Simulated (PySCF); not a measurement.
Gas-phase reaction: N₂ + SiH₄ = H₂SiNH + NH

Energies from PySCF, thermal terms from the rigid-rotor harmonic-oscillator model, ideal gas at 1 bar. † marks an energy on the PBE0/def2-TZVP geometry and frequencies. MP2 freezes the core. Open shells (unrestricted): NH (multiplicity 3); the rest are closed-shell singlets. B3LYP is the form with VWN-RPA correlation. H₂SiNH: computed as isolated molecules; such fragments, hydroxides, amides, oligomers or adducts are transient or little studied in the gas. MP2 isn't extrapolated to the basis-set limit.

| level | ΔH°(298 K), kJ |
|---|---|
| B3LYP/def2-TZVP† | 481 |
| BLYP/def2-TZVP† | 485 |
| MP2/def2-SVP† | [?] |
| PBE/def2-TZVP† | 481 |
| r2SCAN/def2-TZVP† | [?] |

**Question.** Some entries are withheld; supply them.

**Answer.** 
- MP2/def2-SVP†, ΔH°(298 K), kJ: 536
- r2SCAN/def2-TZVP†, ΔH°(298 K), kJ: 461
